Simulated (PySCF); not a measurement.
Species: C4H6F2.
SMILES with atom numbers: `[CH3:1][CH2:2][CH:3]=[C:4]([F:5])[F:6]` (hydrogens: H7, H8, H9 on C1; H10, H11 on C2; H12 on C3)

Computed with PBE0-D3(BJ)/def2-SVP geometry optimisation, gas phase (PySCF 2.14.0).

What internal coordinates does the optimisation give?

```csv
bond,length (bohr),order
C1–C2,2.883,single
C2–C3,2.827,single
C3=C4,2.507,double
C4–F5,2.486,single
C4–F6,2.482,single
"C1–H7, C1–H8, C1–H9",2.081,single
"C2–H10, C2–H11",2.084,single
C3–H12,2.065,single
```

Bonds in one row agree within 0.02 bohr and their mean is given. Orders are formal, as drawn. A selection of angles:
```csv
angle,degrees
C2–C1–H7,111.3
H7–C1–H8,107.6
C1–C2–C3,113.3
C1–C2–H10,110.0
C3–C2–H10,109.4
H10–C2–H11,106.0
C2–C3–C4,124.5
C2–C3–H12,119.6
C4–C3–H12,115.9
C3–C4–F5,125.1
C3–C4–F6,124.9
F5–C4–F6,109.9
```

Dihedral angles: C1–C2–C3–C4 -118° (anticlinal); C2–C3–C4–F5 0° (synperiplanar). The mirror-image conformer, all signs reversed, is as good.

The C–C distances run from 1.327 Å (C3=C4, drawn double) to 1.525 Å (C1–C2, drawn single), a spread of 0.198 Å. Of the pairs four or more bonds apart, F5···H10 is among the closest relative to their van der Waals radii: 2.51 Å, 94 % of the sum of Bondi's values.

Point group: C1 (no symmetry element, even within 0.4 Å). Stationary, but not proved a minimum. The numbers are those of one conformer.

Hardware: one thread of an Intel Xeon Platinum 8259CL at 2.50 GHz, shared host with 96 logical CPUs at a one-minute load of 36. Cost: 49 s wall, 0.47 GiB resident at most. This is the geometry optimisation.
